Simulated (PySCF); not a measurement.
Level of theory: ωB97X-D3(BJ)/def2-TZVP // PBE0-D3(BJ)/def2-TZVP in PySCF. Isolated molecules, 0 K electronic values unless said otherwise. Excitations are Tamm–Dancoff values on a coarser integration grid. The basis has no diffuse functions, so Rydberg states are missing or too high.

Reference species (SMILES): `[AlH]([Cl])[Cl]` (neutral, multiplicity 1).

| Property | Result |
|---|---|
| S1 oscillator strength | 0.019 |
| T1 excitation (TDA) | 6.43 eV |
| S1–T1 gap (TDA) | 0.44 eV |
| HOMO–LUMO gap | 12.29 eV |

Changed species: `[Cl][Al]([Cl])[Cl]` (0 of 3 Cl replaced by H; the reference has 1 of 3 Cl replaced by H).

What does the change do to the S1 oscillator strength, T1 excitation (TDA), S1–T1 gap (TDA) and HOMO–LUMO gap?

the S1 oscillator strength decreases by 0.019, to 0.000; the T1 excitation (TDA) increases by 0.60 eV, to 7.03 eV; the S1–T1 gap (TDA) decreases by 0.13 eV, to 0.31 eV; the HOMO–LUMO gap goes up by 0.34 eV, to 12.63 eV.
